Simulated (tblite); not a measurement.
Compound: C₃H₇NO (charge -1 and doublet state).
Cartesian coordinates in Å at the GFN2-xTB level; atoms count from 1:
```xyz
12
C3H7NO angstrom
C     -1.3057    0.1616   -0.2424
C     -0.2513   -0.8472    0.2283
N      0.9508   -0.2298    0.7971
C      1.7360    0.5615   -0.1604
O      1.3742    1.7722   -0.4808
H     -1.8129    0.6112    0.6122
H     -2.0508   -0.3009   -0.8931
H     -0.7819    0.9490   -0.7824
H      0.0811   -1.4477   -0.6273
H     -0.6925   -1.5379    0.9718
H      0.6469    0.4282    1.5155
H      2.1073   -0.1209   -0.9644
```

Computed values, GFN2-xTB/tblite, gas phase, harmonic and unscaled. Errors from tens to a few hundred cm⁻¹ against measured bands are possible. One conformer, not necessarily the lowest. Open shells enter through the occupations alone, without spin polarisation, and single modes of such species can be off by tens of per cent.

Harmonic wavenumbers (cm⁻¹): 87.4, 136.5, 217.4, 335.6, 387.5, 515.2, 712.0, 825.1, 830.0, 881.5, 965.9, 1006.4, 1082.5, 1131.0, 1243.3, 1292.1, 1311.0, 1354.5, 1385.2, 1419.3, 1485.1, 1491.9, 1506.6, 2532.6, 2748.4, 2911.6, 2950.1, 2987.9, 3016.1, 3298.4.

A = 8608, B = 3826, C = 2962 MHz; mass 73.053 u (most abundant isotopes); point group C1, symmetry number 1; spin multiplicity 2.

**Question.** Zero-point energy?

**Answer.** ½Σν̃ = 21024 cm⁻¹ = 60.11 kcal/mol.

**Question.** Give the ideal-gas entropy at 400 K and 1 bar in the rigid-rotor, harmonic-oscillator model (classical rotation).

**Answer.** Translation 40.27, rotation 26.48, vibration 17.94, spin (R ln 2) 1.38: S = 86.1 cal/(mol K).

**Question.** And Cp and H(400 K) − H(0)?

**Answer.** Cp = 28.73 cal/(mol K), of which vibrations give 20.78 (their classical limit is 30 R = 59.6); H(400 K) − H(0) = 7.12 kcal/mol without the zero-point energy, 3.94 from vibrations.

**Question.** How do the functions run with temperature in this model?

**Answer.** 
```tsv
T (K)	S (cal/(mol K))	Cp (cal/(mol K))	H − H(0) (kcal/mol)	G − H(0) (kcal/mol)	ln q(vib)
150	65.9	15.2	1.70	-8.18	1.09
250	74.7	20.2	3.46	-15.23	2.25
298.15	78.5	22.9	4.49	-18.92	2.83
600	99.6	38.3	13.88	-45.90	6.59
900	117.1	47.9	26.92	-78.50	10.36
```

q(vib) and H(0) count from the zero-point level.

**Question.** What must be added to the electronic energy to get the Gibbs energy at 400 K and 1 bar?

**Answer.** ZPE + [H(400 K) − H(0)] − T·S = 60.11 + 7.12 − 34.43 = 32.80 kcal/mol.

**Question.** Blend soft modes into free rotors: weight 1/[1 + (100 cm⁻¹/ν̃)⁴] for the oscillator and the rest for a rotor with moment μB/(μ + B), μ = h/(8π²ν), B = 10⁻⁴⁴ kg m². What vibrational entropy results?

**Answer.** 17.17 cal/(mol K) in place of 17.94, which changes −T·S at 400 K by +0.31 kcal/mol.

Hindered rotation and anharmonicity are outside this model. Other conformers, if any are populated, would add a mixing term that is left out. The structure is chiral; the term R ln 2 for an equal mix with its mirror image is left out.

The run took 0.18 s wall on an Arm Neoverse V1 with one thread, shared host. This covers the Hessian and the dipole derivatives.
